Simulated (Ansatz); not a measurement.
# H2SO: geometry and frequencies at several levels, part 2 of 2

Aim: geometry and frequencies at several levels, for H2SO, with the cost of each level.

Ansatz 0.2.0, Gaussian bases. The steps go on from the part before.

**11. Relaxation, B2PLYP/def2-TZVPP**

The input, input.yaml:

```yaml
crystal:
  periodic: [false, false, false]
  atoms:
    - { symbol: O, position_ang: [-0.99432592, -0.19086685, 0.43777842] }
    - { symbol: S, position_ang: [0.48509788, 0.1904942, -0.20352432] }
    - { symbol: H, position_ang: [-1.44060223, -0.76696828, -0.18793715] }
    - { symbol: H, position_ang: [1.20812028, -0.80990907, 0.34128306] }
basis:
  gaussian: { orbitals: def2-TZVPP }
hamiltonian:
  xc: { name: B2PLYP }
relax:
  f_tol: 0.002
  max_steps: 150
```

The run is started by

```
$ ansatz run input.yaml --threads 2 --pin off --max-ram 5120MiB --backend cpu --events-out ev --progress --plain --runs-dir out
```

Output (excerpt; [...] marks lines left out):

```text
Warning: RAYON_NUM_THREADS=2 ignored (pool sized by the plan → 2); use --threads N
[...]
Functional definition: B2PLYP
[...]
677 factors; integrals over basis functions are off by at most 2.3e-4 eV
[...]
mean field -12906.90748268 eV, -474.3201013723 hartree, gradient 2.5e-6 eV, S^2 0.000000; 0 other end points of the search recorded, 0 dependent functions left out
6 core orbitals not correlated: weight in the atoms' cores, before any rotation towards them, 1.000 or more for the frozen orbitals, at most 0.000 for the correlated occupied ones
reference -12906.90759633 eV, -474.3201055491 hartree; 7, 7 occupied and 88, 88 virtual orbitals, 677 factors
second order -13.96628511 eV of doubles, -0.00000000 eV of singles
[...]
relax step   1: F+E_penalty+E_count = -12910.67837966 eV  Δ(F+E_penalty+E_count) = +0.000e0 eV  max|allowed force component| = 3.842e-1 eV/Å  Δτ_max = 0.0000 Å  (38 SCF iters, accepted)
[...]
677 factors; integrals over basis functions are off by at most 2.3e-4 eV
[...]
mean field -12906.90293225 eV, -474.3199341473 hartree, gradient 1.5e-6 eV, S^2 0.000000; 1 other end points of the search recorded, 0 dependent functions left out
6 core orbitals not correlated: weight in the atoms' cores, before any rotation towards them, 1.000 or more for the frozen orbitals, at most 0.000 for the correlated occupied ones
reference -12906.90304595 eV, -474.3199383256 hartree; 7, 7 occupied and 88, 88 virtual orbitals, 677 factors
second order -13.99372793 eV of doubles, -0.00000000 eV of singles
[...]
Total energy: -12910.68135249 eV, -474.4587885300 hartree
Atom 0 at    -1.000037    -0.191651     0.441173 Å, force    -0.000645    -0.000170    -0.000605 eV/Å
Atom 1 at     0.493060     0.190354    -0.205091 Å, force     0.000500    -0.001049     0.000707 eV/Å
Atom 2 at    -1.443136    -0.767909    -0.189008 Å, force     0.000064     0.000386     0.000453 eV/Å
Atom 3 at     1.208403    -0.808044     0.340526 Å, force     0.000081     0.000834    -0.000556 eV/Å
Dipole moment:     0.015403    -0.306906    -0.173467 e Å
```

It took 14 s on 2 threads of Arm Neoverse V1, shared host; peak memory 0.19 GiB.

The steps of the relaxation:

| step | energy from step 1 (eV) | largest force component (eV/Å) |
| --- | --- | --- |
| 1 | 0.0000 | 0.3842 |
| 2 | -0.0017 | 0.2245 |
| 3 | -0.0028 | 0.0319 |
| 4 | -0.0027 | 0.0396 |
| 5 | -0.0029 | 0.0010 |

Step 1 is the start. Step 4 was tried and not accepted.

Before: Bond lengths: O1–S2 1.657 Å, O1–H3 0.961 Å, S2–H4 1.349 Å. Angles: O1–S2–H4 98.7°, S2–O1–H3 107.5°.

After: Bond lengths: O1–S2 1.671 Å, O1–H3 0.962 Å, S2–H4 1.344 Å. Angles: O1–S2–H4 98.6°, S2–O1–H3 107.2°.

**12. Frequencies, B2PLYP/def2-TZVPP**

The input, input.yaml:

```yaml
crystal:
  periodic: [false, false, false]
  atoms:
    - { symbol: O, position_ang: [-1.00003663, -0.19165093, 0.4411733] }
    - { symbol: S, position_ang: [0.49306004, 0.19035412, -0.20509133] }
    - { symbol: H, position_ang: [-1.44313635, -0.76790928, -0.18900835] }
    - { symbol: H, position_ang: [1.20840294, -0.80804391, 0.34052639] }
basis:
  gaussian: { orbitals: def2-TZVPP }
hamiltonian:
  xc: { name: B2PLYP }
phonons: {}
```

The run is started by

```
$ ansatz run input.yaml --threads 2 --pin off --max-ram 5120MiB --backend cpu --events-out ev --progress --plain --runs-dir out
```

Output (excerpt; [...] marks lines left out):

```text
Warning: RAYON_NUM_THREADS=2 ignored (pool sized by the plan → 2); use --threads N
[...]
[... 1 set-up line as earlier in the session ...]
[...]
674 factors; integrals over basis functions are off by at most 2.4e-4 eV
[...]
mean field -12906.90293206 eV, -474.3199341402 hartree, gradient 2.4e-6 eV, S^2 0.000000; 0 other end points of the search recorded, 0 dependent functions left out
6 core orbitals not correlated: weight in the atoms' cores, before any rotation towards them, 1.000 or more for the frozen orbitals, at most 0.000 for the correlated occupied ones
reference -12906.90304576 eV, -474.3199383186 hartree; 7, 7 occupied and 88, 88 virtual orbitals, 674 factors
second order -13.99372765 eV of doubles, -0.00000000 eV of singles
[...]
674 factors; integrals over basis functions are off by at most 2.4e-4 eV
[...]
mean field -12906.90305123 eV, -474.3199385197 hartree, gradient 1.9e-6 eV, S^2 0.000000; 0 other end points of the search recorded, 0 dependent functions left out
6 core orbitals not correlated: weight in the atoms' cores, before any rotation towards them, 1.000 or more for the frozen orbitals, at most 0.000 for the correlated occupied ones
reference -12906.90316492 eV, -474.3199426975 hartree; 7, 7 occupied and 88, 88 virtual orbitals, 674 factors
second order -13.99323175 eV of doubles, -0.00000000 eV of singles
[...]
Total energy: -12910.68135223 eV, -474.4587885202 hartree
Atom 0 at    -1.000037    -0.191651     0.441173 Å, force    -0.000645    -0.000170    -0.000605 eV/Å
Atom 1 at     0.493060     0.190354    -0.205091 Å, force     0.000499    -0.001049     0.000707 eV/Å
Atom 2 at    -1.443136    -0.767909    -0.189008 Å, force     0.000065     0.000386     0.000453 eV/Å
Atom 3 at     1.208403    -0.808044     0.340526 Å, force     0.000081     0.000833    -0.000556 eV/Å
Dipole moment:     0.015403    -0.306906    -0.173466 e Å
Vibrations: 484.03 773.89 1032.20 1208.94 2656.96 3816.72 cm⁻¹, zero-point energy 0.618231 eV
```

It took 57 s on 2 threads of Arm Neoverse V1, shared host; peak memory 0.19 GiB.

Harmonic frequencies (cm⁻¹; negative: imaginary): 484, 774, 1032, 1209, 2657, 3817.

**13. The levels compared**

| level | O1–S2 (Å) | rotational constants (MHz) | dipole (D) | highest frequency (cm⁻¹) | CPU time |
| --- | --- | --- | --- | --- | --- |
| PBE0-D4/def2-TZVPP | 1.6569 | 202460, 15473, 15039 | 1.70 | 3854 | 12 s |
| PBE-D4/def2-TZVPP | 1.6854 | 197120, 14983, 14573 | 1.65 | 3680 | 8.9 s |
| r2SCAN-D4/def2-TZVPP | 1.6711 | 200960, 15233, 14814 | 1.70 | 3787 | 16 s |
| B3LYP-D4/def2-TZVPP | 1.6737 | 201940, 15175, 14756 | 1.68 | 3796 | 11 s |
| B2PLYP/def2-TZVPP | 1.6712 | 202900, 15229, 14815 | 1.69 | 3817 | 28 s |

Constants are for the commonest isotopes at the equilibrium geometry; times are CPU times of the relaxations.

**14. Results**

The summary covers parts 1 to 2.

| quantity | value |
| --- | --- |
| O1–S2 at B2PLYP/def2-TZVPP | 1.671 Å |
| frequencies at B2PLYP/def2-TZVPP | 484 to 3817 cm⁻¹ |

The O–S distance spreads over 0.028 Å, from PBE0-D4/def2-TZVPP (shortest) to PBE-D4/def2-TZVPP. No mode is imaginary, so the geometry is a minimum.
